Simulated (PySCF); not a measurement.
## How the method moves the HOMO and LUMO of `CCCCCO`

Compound: C5H12O.
Structure used (PBE0-D3(BJ)/def2-SVP), in Å, numbered top down from 1:
```
atom  x, y, z in Å
C1     2.744    0.203    0.437
C2     1.418    0.639   -0.167
C3     0.253   -0.263    0.215
C4    -1.075    0.160   -0.390
C5    -2.239   -0.733    0.004
O6    -3.445   -0.375   -0.614
H7     3.014   -0.815    0.115
H8     2.698    0.198    1.538
H9     3.565    0.874    0.143
H10    1.190    1.674    0.144
H11    1.503    0.671   -1.268
H12    0.164   -0.294    1.317
H13    0.481   -1.300   -0.093
H14   -1.009    0.175   -1.492
H15   -1.303    1.200   -0.086
H16   -2.029   -1.771   -0.305
H17   -2.333   -0.754    1.110
H18   -3.654    0.527   -0.352
```

Basis pcSseg-1 throughout (PySCF), one geometry. Isolated species at its PBE0-D3(BJ)/def2-SVP geometry (one conformer only).

Task: How do the orbital energies, the gap and the dipole change with the method?

Result: 
```
   method                    kind  HOMO (eV)  LUMO (eV)  gap (eV)  μ (D)  SCF cycles
     BLYP                     GGA      -5.89       0.48      6.37   1.62          13
     OPBE                     GGA      -5.95       0.76      6.71   1.61          13
      PBE                     GGA      -5.98       0.51      6.50   1.63          14
    B97-D                     GGA      -6.04       0.65      6.69   1.65          13
     BP86                     GGA      -6.11       0.62      6.73   1.65          13
      LDA                     LDA      -6.12       0.32      6.45   1.72          13
      KT3                     GGA      -6.17       0.38      6.56   1.57          14
      KT2                     GGA      -6.18       0.48      6.66   1.61          14
    B97-2           global hybrid      -7.40       1.41      8.81   1.73          12
    B3LYP           global hybrid      -7.41       1.03      8.44   1.72          12
     PBE0           global hybrid      -7.68       1.39      9.07   1.74          12
 mPW1PW91           global hybrid      -7.72       1.40      9.12   1.75          12
CAM-B3LYP  range-separated hybrid      -9.14       2.22     11.36   1.77          12
BHandHLYP           global hybrid      -9.28       2.07     11.34   1.82          12
  wB97X-D  range-separated hybrid      -9.63       3.24     12.88   1.78          12
  LC-wPBE  range-separated hybrid     -10.50       3.60     14.10   1.81          12
       HF            Hartree–Fock     -11.73       4.28     16.01   1.91           9
```

The HOMO spans 5.84 eV, from BLYP down to HF, and the gap runs from 6.37 eV (BLYP) to 16.01 eV (HF). Over the methods BLYP (0 %), OPBE (0 %), PBE (0 %), B97-D (0 %), BP86 (0 %), LDA (0 %), KT3 (0 %), KT2 (0 %), B97-2 (21 %), B3LYP (20 %), PBE0 (25 %), mPW1PW91 (25 %), BHandHLYP (50 %), HF (100 %), a straight line through the gap against the share of exact exchange rises by 0.95 eV for each 10 % (correlation coefficient 0.999). The dipole ranges from 1.57 D (KT3) to 1.91 D (HF). This basis has no diffuse functions.
